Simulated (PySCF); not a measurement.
Calculation: PySCF with PBE-D3(BJ)/def2-TZVP // r2SCAN-D4/def2-TZVP. Isolated molecules, 0 K electronic values unless said otherwise. 

Reference species (SMILES): `ClB(Cl)Cl` (neutral, multiplicity 1).

```
Property         Result
-------------  --------
HOMO–LUMO gap   5.03 eV
LUMO           -2.63 eV
```

Changed species: `B` (3 of 3 Cl replaced by H; the reference has 0 of 3 Cl replaced by H).

**Question.** Predict the effect on the HOMO–LUMO gap and LUMO.

**Answer.** the HOMO–LUMO gap goes up by 0.40 eV, to 5.43 eV; the LUMO decreases by 0.42 eV, to -3.05 eV.
